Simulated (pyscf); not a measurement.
Elementary routes open to F–GeH₂–F in the gas phase (singlet surface):
A. hydrogen fluoride (HF) + F–GeH: [singlet] (F–Ge, Ge–H broken; F–H formed)
B. F–Ge:–F [singlet] + hydrogen (H₂) (Ge–H, Ge–H broken; H–H formed)

PySCF, gas phase, ωB97X-D3(BJ)/def2-SVP geometries.

Problem. Rank the routes by free-energy barrier at 298 K, lowest first, for ωB97M-D3(BJ)/def2-TZVP energies (ideal gas, 1 atm, RRHO with modes under 100 cm⁻¹ raised to 100, one conformer, R ln 2 for chiral ones without a mode under 150 cm⁻¹).

Solution. A (59.7 kcal/mol), B (76.1 kcal/mol)

Route A is the fastest of these, ahead of the next by 16.3 kcal/mol. The most stable products are those of B (ΔG = -2.4 kcal/mol), whose barrier is 16.3 kcal/mol higher: the kinetic and the thermodynamic product differ. At 1200 K A is still the fastest. A: On the product side the descent ends in a bound adduct (not fully relaxed), 9.4 kcal/mol under the separated species and 28.4 kcal/mol under the saddle at ωB97X-D3(BJ)/def2-TZVP. Only these routes are compared; each barrier is that of the saddle found, and lower ones may exist. Elements up to Kr have no core potential and no relativistic terms here.
